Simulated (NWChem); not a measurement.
**Excited singlets of hydrogen peroxide (H$_{2}$O$_{2}$) by symmetry**

```xyz
4

O     -0.2942     0.6453    -0.0547
O      0.2942    -0.6453    -0.0547
H      0.3673     1.1503     0.4376
H     -0.3673    -1.1503     0.4376
```
Charge 0, spin multiplicity 1.

Program: NWChem. The geometry was optimised at PBE0/def2-SVP, a minimum by its harmonic frequencies. It is one conformer; others weren't searched.

Basis set: def2-SVPD. Symmetry labels belong to the abelian group C2 used in the runs, with the axes of the coordinates shown. Entries are the lowest vertical excitation energy of each symmetry in eV (for CIS and TDDFT among the lowest few roots); a state of one symmetry need not have the same character in every method. Symmetries that some method's roots don't reach, or where a double excitation leads the EOM-CCSD root, are left out.

The correlated methods keep 2 core orbitals frozen. B3LYP has NWChem's definition, with VWN1-RPA local correlation. No row is a measurement; the coupled-cluster row has its own basis-set and correlation limits.

```tsv
method	a	b
CIS	7.30	8.81
TD-PBE	5.83	6.09
TD-B3LYP	6.15	6.74
TDA-BHandHLYP	___	___
EOM-CCSD	6.56	7.24
```

Problem. Complete the blanks.

Solution. 
- TDA-BHandHLYP, a: 6.66
- TDA-BHandHLYP, b: 7.68
